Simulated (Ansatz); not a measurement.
Isolated molecules relaxed with PBE0-D4/def2-TZVP in Ansatz; ΔE leaves out vibrations. CCSD(T)/CBS adds triple-zeta CCSD(T) − MP2 to the extrapolated MP2 energy (def2 sets, frozen cores). Functionals use def2-TZVPP. B3LYP here is the variant with VWN-RPA as its local correlation; programs differ in this. Each species was taken in one conformer, which may not be the lowest.

Reaction (isomerisation): `C=C/C=C\F` → `C#CCCF`

CCSD(T)/CBS gives +64.2 kJ/mol.

Task: Another level gave +79.1 kJ/mol. Which?
A. CCSD/def2-TZVPP
B. ωB97X-V/def2-TZVPP
C. PBE-D4/def2-TZVPP
D. B3LYP-D4/def2-TZVPP

Result: D. B3LYP-D4 79.1, CCSD/def2-TZVPP 61.7, ωB97X-V 66.1, PBE-D4 85.8 kJ/mol.

Largest T1 diagnostic among the species: 0.012.

From PBE to PBE0 (25 % exact exchange), in def2-TZVPP and without D4, ΔE moves by −6.7 kJ/mol.
